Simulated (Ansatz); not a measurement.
Cost and result up the ladder for AlH2Me (CH₅Al) (7 atoms). Total charge 0; singlet. Geometry: PBE-D4/def2-TZVP.

```xyz
7

Al   -0.549   -0.678    0.604
H    -1.328   -1.905   -0.067
H    -0.574   -0.527    2.196
C     0.445    0.593   -0.509
H     1.455    0.195   -0.710
H     0.579    1.571   -0.024
H    -0.028    0.751   -1.490
```

Ansatz on 4 threads of Arm Neoverse V2 on a shared host. Times are rough, and most runs start from the orbitals of an earlier one. r2SCAN0-D4/def2-TZVP serves as the yardstick here, not as an exact answer. Differences are given only for rows in sets of like size (and for xTB, whose basis is part of the method), since another set adds its own error. Binding counts from free atoms at the same level (Al doublet, H doublet, C triplet; other spins of the atoms weren't run), without zero-point energy or a counterpoise term.

LC-ωPBE has ω = 0.4 bohr⁻¹. B3LYP takes the VWN-RPA correlation. Correlated methods freeze 6 core orbitals.

Correlated methods converge slowly with the basis.

| level | functions | binding energy per atom (eV) | difference from r2SCAN0-D4/def2-TZVP (eV) |
| --- | --- | --- | --- |
| MP2/def2-TZVP | 98 | 3.08 | -0.11 |
| BHLYP-D4/def2-TZVP | 98 | 3.17 | -0.02 |
| PBE-D4/def2-SVP | 57 | 3.20 | – |
| PBE-D4/def2-TZVP | 98 | 3.19 | 0.00 |
| BLYP-D4/def2-TZVP | 98 | 3.17 | -0.01 |
| HF/STO-3G | 19 | 3.60 | – |
| B3LYP-D4/def2-TZVP | 98 | 3.21 | 0.02 |
| r2SCANh-D4/def2-TZVP | 98 | 3.20 | 0.01 |
| CCSD(T)/def2-TZVPP | 143 | 3.15 | -0.04 |
| r2SCAN0-D4/def2-TZVP | 98 | 3.19 | 0.00 |
| PBE0-D4/def2-SVP | 57 | 3.19 | – |
| r2SCAN-D4/def2-TZVP (with forces) | 98 | 3.21 | 0.02 |
| LC-ωPBE/def2-TZVP | 98 | 3.19 | 0.00 |
| PBE0-D4/def2-TZVP | 98 | 3.18 | -0.01 |

Question: Estimate how long each takes.

Answer: HF/STO-3G 0.05 s; PBE-D4/def2-SVP 0.3 s; MP2/def2-TZVP 0.3 s; PBE0-D4/def2-SVP 0.35 s; PBE-D4/def2-TZVP 0.45 s; B3LYP-D4/def2-TZVP 0.45 s; BLYP-D4/def2-TZVP 0.45 s; BHLYP-D4/def2-TZVP 0.45 s; PBE0-D4/def2-TZVP 0.55 s; LC-ωPBE/def2-TZVP 0.55 s; r2SCAN0-D4/def2-TZVP 1.1 s; r2SCANh-D4/def2-TZVP 1.1 s; r2SCAN-D4/def2-TZVP (with forces) 1.1 s; CCSD(T)/def2-TZVPP 3 s. On shared hardware such times vary by a factor of up to 3.
